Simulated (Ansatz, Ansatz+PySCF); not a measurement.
```xyz
5

Si    0.0000    0.0000    0.0000
H     0.8619    0.8619    0.8619
H     0.8619   -0.8619   -0.8619
H    -0.8619    0.8619   -0.8619
H    -0.8619   -0.8619    0.8619
```

RHF on singlet SiH4 was run in several spherical basis sets with Ansatz (development build ahead of 0.2.0).

Task: Rank the basis sets by the total energy that they give, lowest first, with the distance from the lowest.
A. cc-pVTZ
B. def2-TZVP
C. def2-SVP
D. 6-31G(d)

Result: A (0.00 eV), B (0.08 eV), D (1.00 eV), C (2.90 eV).

Totals follow the description of the cores as much as that of the bonds, so this order isn't one of quality for chemistry.
